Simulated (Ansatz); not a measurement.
Compare A (`C#CC(C)(C)F`) with its isomer B (`C=C=C(F)CC`).

Isolated molecules relaxed with PBE0-D4/def2-TZVP in Ansatz; ΔE leaves out vibrations. CCSD(T)/CBS is the MP2 limit (def2-TZVPP, def2-QZVPP) plus CCSD(T) − MP2 in def2-TZVPP, frozen cores. Functionals use def2-TZVPP. B3LYP here is the variant with VWN-RPA as its local correlation; programs differ in this. Each species was taken in one conformer, which may not be the lowest.

(1) Which isomer does CCSD(T)/CBS put lower? Give the gap. (Estimate.)

(2) Give E(B) − E(A) in kcal/mol with ωB97M-V, PBE-D4, B3LYP-D4, B2PLYP, HF/def2-TZVPP, r2SCAN-D4, PBE0-D4. (Best estimate.)

Largest T1 diagnostic: 0.012.

Answers

(1) The calculation gave: A, by 4.3 kcal/mol.

(2) Computed: ωB97M-V 2.2, PBE-D4 -3.2, B3LYP-D4 -0.8, B2PLYP 2.3, HF/def2-TZVPP 4.1, r2SCAN-D4 -0.8, PBE0-D4 -1.3. The order is the other way round with PBE-D4, B3LYP-D4, r2SCAN-D4, PBE0-D4.

From PBE to PBE0 (25 % exact exchange), in def2-TZVPP and without D4, E(B) − E(A) moves by +2.0 kcal/mol.
